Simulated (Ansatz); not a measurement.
A made-up structure of C2H4Si, closed shell:

```
7
angstrom
C -0.7175 -0.4767 -0.4208
Si 0.1687 0.8954 -0.7164
C 0.3113 -0.2382 0.7398
H -1.4355 -1.2700 -0.5533
H 0.6271 1.9848 -1.6012
H 1.1217 -0.9626 0.8391
H -0.3302 -1.4580 -0.5245
```

It is relaxed with PBE-D4/def2-SVP and then PBE0-D4/def2-TZVP (Ansatz 0.2.0). Atoms count as bonded within 1.22 times the sum of their covalent radii (H–H: 0.88 Å). The end point is not checked to be a true minimum.

Does its bonding change? (A judgement: the text doesn't fix the answer.)

The calculation gives: Yes. Formed: none; broken: C1–Si2.

Where it ends: The first stage lowers the energy by 5.39 eV in 24 steps. It ends as C₂H₄Si (C=C[SiH]):
| atom | x (Å) | y (Å) | z (Å) |
| --- | --- | --- | --- |
| C1 | -0.6203 | -1.2113 | -0.2928 |
| Si2 | -0.2590 | 1.4843 | -0.7262 |
| C3 | 0.2905 | -0.2317 | -0.2158 |
| H4 | -1.6325 | -1.0048 | -0.6358 |
| H5 | 1.0852 | 2.1698 | -0.4750 |
| H6 | 1.2894 | -0.4874 | 0.1331 |
| H7 | -0.4077 | -2.2442 | -0.0247 |

For scale, one of the runs: PBE0-D4/def2-TZVP relaxation, 123 basis functions, launched by `ansatz run in.yaml --threads 2 --pin off --events-out ev --progress --plain --max-ram 4352MiB`. Hardware: 2 CPU threads of an Intel Xeon 6975P-C, shared host. Wall time about 6 s.
